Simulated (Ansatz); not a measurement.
fcc Ca was calculated with PBE-D3(BJ) in Ansatz (PAW).

Settings: plane-wave cutoff 520 eV, 18×18×18 k mesh, Fermi–Dirac smearing 0.05 eV, scalar-relativistic PAW data made under PBE.

Pressure at four volumes; x = ln(V/40.214 Å³). One pressure is withheld.

```csv
V (Å³/atom),x,P (GPa)
37.801,-0.0619,1.206
40.214,0.0000,-0.030
41.823,0.0392,-0.704
42.627,0.0583,?
```

Question: Pass a parabola P(x) through the three rows shown, estimate the bulk modulus and its pressure derivative near zero pressure, and predict the withheld pressure.

Answer: Slopes between the rows: (-0.030 − (1.206))/(0.0000 − (-0.0619)) = -19.97 and (-0.704 − (-0.030))/(0.0392 − (0.0000)) = -17.19 GPa. Their difference over the span 0.1011 is c = 2.78/0.1011 = 27.5 GPa, so P(x) = 1.206 + (-19.97)(x − (-0.0619)) + 27.5 (x − (-0.0619))(x − (0.0000)). At the middle row B = −dP/dx = −[-19.97 + 27.5 × 0.0619] = 18.3 GPa, and B′ = dB/dP = 2c/B = 3.0. At x = 0.0583 the parabola gives -1.002 GPa; the run gives -1.001 GPa. The Birch–Murnaghan fit to the energies at all volumes has B0 = 18.3 GPa and B′ = 3.0.

Measured, for comparison: bulk modulus 18.6 GPa (corrected for temperature and zero-point phonon effects, our sources range from 15.9 to 18.7; as tabulated in Levämäki et al. (2014), arXiv:1402.3671). Computed (rounded) less measured: bulk modulus not scored (sources differ).

Ansatz is a program for electronic structure.
